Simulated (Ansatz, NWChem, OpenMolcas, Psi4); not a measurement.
## Errors in the atomisation enthalpy at 298 K

8 molecules without hydrogen; the atomisation enthalpy at 298 K in kJ/mol, computed less measured. Shapes, held fixed at every level: PBE0-D4/def2-TZVP; CS at the measured bond length. Thermal terms are harmonic and unscaled (PBE0-D4/def2-TZVP, PBE0/aug-cc-pVTZ, wB97M-V/def2-TZVPD); the spin-orbit lowering of the free atoms is taken from their spectra. Programs: Ansatz 0.2.0, NWChem 7.3.0, OpenMolcas 26.06, Psi4 1.11. A level may come from different programs for different species; with the same settings they agree closely. Measured values: Active Thermochemical Tables, NIST-JANAF tables.

Levels: A = M06-L/cc-pVTZ; B = B3LYP/cc-pVTZ; C = BHLYP/cc-pVTZ.

```tsv
molecule	from tabulated heats	A	B	C
CS (carbon monosulfide)	714	-3	-32	-91
ClF (chlorine monofluoride)	256	-14	-17	-73
F2 (fluorine)	159	-9	-6	-95
CO2 (carbon dioxide)	1609	+35	-8	-139
CS2 (carbon disulfide)	1154	+51	-24	-116
OF2 (oxygen difluoride)	383	-7	+1	-153
N2O (nitrous oxide)	1112	+38	+21	-156
NF3 (nitrogen trifluoride)	843	+4	+9	-163
```

Which level does best on this set, which worst, and which err to one side?


| level | kind | mean error | mean absolute error | worst case |
| --- | --- | --- | --- | --- |
| M06-L/cc-pVTZ | meta-GGA | +11.9 | 20.1 | CS2 |
| B3LYP/cc-pVTZ | global hybrid | -7.0 | 14.8 | CS |
| BHLYP/cc-pVTZ | global hybrid | -123.2 | 123.2 | NF3 |

On this set B3LYP/cc-pVTZ has the smallest mean absolute error and BHLYP/cc-pVTZ the largest. BHLYP/cc-pVTZ is too low in 8 of 8. The heats of NF3 come from older tables and can be uncertain by 10 kJ/mol or more. The set is small.
